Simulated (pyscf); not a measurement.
This saddle point was located with ωB97X-D3(BJ)/def2-SVP in PySCF.

```xyz
10

Si    -2.0160     0.1517    -0.3491
O     -0.6142    -0.2909     0.5116
B      0.7145    -0.4893    -0.1430
H     -3.0975     0.2862     0.6578
H     -2.3144    -0.9271    -1.3242
H     -1.7782     1.4433    -1.0473
H      1.3061    -1.4824     0.1919
H      0.8155    -0.0202    -1.2535
Cl     1.4752     1.0393     1.2287
H      0.0782     0.5384     1.2323
```

Surface: singlet, charge 0. Lowest wavenumbers (cm⁻¹): 1108i, 63, 102, 186, 367.

Task: Which two sides does it connect, and which bonds change?

Result: `[BH2][O][SiH3]` + `[ClH]` ⇌ `[OH][SiH3]` + `[BH2][Cl]`, a four-centre exchange read from left to right: B–O, Cl–H broken and H–O, B–Cl formed. At CCSD(T)/def2-TZVPP + ΔMP2(QZVPP) it lies +74.7 kJ/mol from the left side and +30.6 kJ/mol from the right (each side as separated species at their lowest minima found). On the reactant side the descent ends in a complex (not fully relaxed), 18.0 kJ/mol under the separated species and 86.4 kJ/mol under the saddle at ωB97X-D3(BJ)/def2-TZVP. On the product side the descent ends in an adduct with a B–O contact, 58.6 kJ/mol under the separated species and 82.8 kJ/mol under the saddle at ωB97X-D3(BJ)/def2-TZVP. What is counted as broken (B–O) persists as a longer contact in the product adduct; parting that adduct is a step of its own. One saddle was located; it need not be the lowest between these sides. The CCSD(T) − MP2 part came from Ansatz, without density fitting, on the same reference.
